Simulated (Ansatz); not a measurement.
`CO[SiH3]`, relaxed with RKS PBE0-D4/def2-TZVP in the Gaussian-basis code of Ansatz from a PBE-D4/def2-SVP geometry. The force threshold is 0.005 eV/Å; the program also tests the step.

Charge 0, multiplicity 1.

Start:

```xyz
9

C    -0.350   -1.285    0.340
O    -0.518    0.090    0.624
Si    0.278    1.283   -0.254
H    -0.664   -1.544   -0.698
H    -0.979   -1.871    1.041
H     0.707   -1.617    0.470
H    -0.164    2.590    0.329
H    -0.086    1.215   -1.718
H     1.776    1.140   -0.134
```

(1) By how much does the energy fall, and how many steps does the optimiser take? (An estimate is asked.)

(2) Which bonds change most? (Estimate.)

(3) Give the relaxed structure. (Best estimate.)

Results:

(1) Ansatz gave: 5.00 kJ/mol, in 5 steps.

(2) Computed: O2–Si3 from 1.681 to 1.642 Å; Si3–H8 from 1.510 to 1.490 Å; Si3–H9 from 1.510 to 1.490 Å; C1–H4 from 1.115 to 1.096 Å.

(3) Computed: 
```xyz
9

C    -0.342   -1.275    0.332
O    -0.509    0.096    0.607
Si    0.269    1.264   -0.246
H    -0.653   -1.521   -0.690
H    -0.964   -1.841    1.028
H     0.700   -1.588    0.465
H    -0.161    2.560    0.327
H    -0.087    1.193   -1.691
H     1.747    1.112   -0.131
```
